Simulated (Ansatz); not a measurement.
# C₂HNO: ionisation energy by level of theory

The task here is to estimate one member of a computed series from the others.

Program: Ansatz 0.2.0, Gaussian basis. Level of theory: unrestricted cation, the program's frozen cores in correlated methods. These are calculated values, not measurements.

Plan: UKS PBE-D4/def2-TZVPP; UKS r2SCAN-D4/def2-TZVPP; UKS PBE0-D4/def2-TZVPP; UKS B3LYP-D4/def2-TZVPP; UKS wB97X-V/def2-TZVPP; UKS wB97M-V/def2-TZVPP; UKS B2PLYP/def2-TZVPP; UHF-CCSD(T)/def2-TZVPP; UHF-MP2/def2-QZVPP; extrapolation to the limit; then −ε(HOMO) from the neutral's earlier runs with LDA (SPW92), PBE-D4, revPBE-D4, BLYP-D4, r2SCAN-D4, B97M-V, PBE0-D4, B3LYP-D4, r2SCANh-D4, r2SCAN0-D4, HSE06-D4, BHLYP-D4, CAM-B3LYP-D4, LC-ωPBE, ωB97X-V, ωB97M-V.

### The relaxed structure

An earlier PBE0-D4 in a triple-zeta def2 set relaxation fixed the geometry.

SMILES `N=C=C=O`, 5 atoms, charge 0, spin multiplicity 1.

Atoms are counted from 1 here; the program's logs count them from 0.

Bond lengths: N1–C2 1.251 Å, N1–H5 1.024 Å, C2–C3 1.359 Å, C3–O4 1.159 Å. Angles: C2–N1–H5 110.6°, N1–C2–C3 136.7°, C2–C3–O4 154.6°.

Set-up of the first run:

in.yaml

```yaml
crystal:
  periodic: [false, false, false]
  atoms:
    - {symbol: N, position_ang: [0.094465, 1.213940, 0.464592]}
    - {symbol: C, position_ang: [-0.038134, 0.157466, -0.191210]}
    - {symbol: C, position_ang: [0.052083, -1.176945, 0.052339]}
    - {symbol: O, position_ang: [0.009552, -2.299027, -0.235953]}
    - {symbol: H, position_ang: [-0.068067, 2.030866, -0.131067]}
basis:
  gaussian: {orbitals: def2-TZVPP}
total_charge: 1
magnetization: {spin_polarized: true, initial_magnetization: 1}
hamiltonian: {xc: pbe, dispersion: d4}
```

Launch:

```console
$ ansatz run in.yaml --threads 2 --pin off --events-out ev --progress --plain --max-ram 4352MiB
```

Among the steps run: Cation, UKS PBE-D4/def2-TZVPP; Cation, UKS r2SCAN-D4/def2-TZVPP; Cation, UKS PBE0-D4/def2-TZVPP; Cation, UKS B3LYP-D4/def2-TZVPP; Cation, UKS wB97X-V/def2-TZVPP; Cation, UKS wB97M-V/def2-TZVPP; Cation, UKS B2PLYP (frozen core)/def2-TZVPP; Cation, UHF-CCSD(T)/def2-TZVPP; Cation, UHF-MP2/def2-QZVPP.

One of the session's tables, all rows but one given; the rest of the session is left out.

For comparison, −ε(HOMO) of the neutral from earlier runs:

```
  functional  −ε(HOMO) (eV)
 LDA (SPW92)           5.42
      PBE-D4           5.27
   revPBE-D4           5.21
     BLYP-D4              ?
   r2SCAN-D4           5.51
      B97M-V           5.60
     PBE0-D4           6.53
    B3LYP-D4           6.36
  r2SCANh-D4           5.98
  r2SCAN0-D4           6.70
    HSE06-D4           6.13
    BHLYP-D4           7.75
CAM-B3LYP-D4           7.89
     LC-ωPBE           9.12
     ωB97X-V           8.80
     ωB97M-V           8.71
```

Estimate the missing values for BLYP-D4.

Worked estimate for «−ε(HOMO) (eV)». Against the share of exact exchange, B3LYP-D4 (0.2, 6.36), BHLYP-D4 (0.5, 7.75) give a slope of 4.63 per unit share; at 0 the line stands at 5.43.

As computed: −ε(HOMO) (eV): 5.19. In «−ε(HOMO) (eV)» the line misses by +0.24.
